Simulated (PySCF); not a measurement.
Homolysis of single bonds, series Al F-NH2. Isolated molecules, 0 K electronic values unless said otherwise. Strings in code marks are SMILES.

The highest occupied spin orbital from two functionals at the same geometries (CAM-B3LYP-D3(BJ)/def2-TZVP), both in PySCF: PBE-D3(BJ)/def2-TZVP and CAM-B3LYP-D3(BJ)/def2-TZVP. 

```json
[
 {"species": "radical fragment (`[F]`)", "CAM-B3LYP-D3(BJ)/def2-TZVP (eV)": "-14.14"},
 {"species": "radical fragment (`[Al]([F])[F]`)", "CAM-B3LYP-D3(BJ)/def2-TZVP (eV)": "-8.29"},
 {"species": "radical fragment (`[NH2]`)", "CAM-B3LYP-D3(BJ)/def2-TZVP (eV)": "-10.18"},
 {"species": "radical fragment (`[NH2][Al][F]`)", "CAM-B3LYP-D3(BJ)/def2-TZVP (eV)": "-7.38"}
]
```

**Question.** What does PBE-D3(BJ)/def2-TZVP give for each?

**Answer.** 
- radical fragment (`[F]`): -10.14
- radical fragment (`[Al]([F])[F]`): -5.94
- radical fragment (`[NH2]`): -7.03
- radical fragment (`[NH2][Al][F]`): -5.11
Over these rows, drawn at random from the members with no instability flagged (it was tested for open shells, ions and some series alone), PBE minus CAM-B3LYP-D3(BJ): mean +2.94 eV, from +2.27 eV to +4.00 eV.
